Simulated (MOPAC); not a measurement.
MOPAC input (PM6):

```
PM6 1SCF CHARGE=-1 GEO-OK AUX(PRECISION=9) THREADS=1
C3H7

C     0.00338377 1    0.10886783 1    0.55856994 1
C    -0.00493192 1    1.40362732 1   -0.22443988 1
C     0.00154860 1   -1.23332597 1   -0.22868881 1
H    -0.86721713 1    0.06866735 1    1.23737251 1
H     0.88297494 1    0.07298702 1    1.22592807 1
H     0.00802955 1   -2.13036317 1    0.42385519 1
H     0.88047196 1    1.44474346 1   -0.88717900 1
H    -0.89911906 1    1.44035123 1   -0.87554232 1
H    -0.88326491 1   -1.28787415 1   -0.87278214 1
H     0.87812193 1   -1.28352684 1   -0.88429978 1
```

**Question.** What heat of formation does the run end on, and which ionisation energy by Koopmans theorem?

**Answer.** 34.59 kcal/mol; 0.30 eV.
